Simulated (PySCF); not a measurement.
Where does water take a proton?

System: water, `O` (H2O). Coordinates in Å; atoms count from 1 in this order:
```
O     0.0103    0.3972   -0.0050
H    -0.7439   -0.1968    0.0686
H     0.7565   -0.2055   -0.0887
```

Energies: ωB97X-D3(BJ)/def2-TZVP (PySCF, density fitting, integration grid level 2) on PBE0-D3(BJ)/def2-SVP structures. Thermal corrections: PBE0-D3(BJ)/def2-SVP frequencies, unscaled, ideal gas at 298.15 K and 1 bar, quasi-RRHO entropy.

```csv
site,product,PA / kcal/mol,GB / kcal/mol
O1 (water oxygen),[H3O]+,167.4,160.0
```

PA is −ΔH and GB is −ΔG of B + H⁺ → BH⁺ in the gas phase.

In cyclohexane the product from O1 is solvated 42.1 kcal/mol more strongly than the parent (electrostatics only).

Against the Active Thermochemical Tables (version 1.112): O1 689 (computed 701, error 11) kJ/mol.

Measured values (NIST Chemistry WebBook, evaluated or the median of agreeing entries): proton affinity (−ΔH) 691 kJ/mol (computed 701, difference 10); gas-phase basicity (−ΔG) 660 kJ/mol (computed 670, difference 10).

Differences come from unrounded values, so a last digit can differ from that of the printed terms.
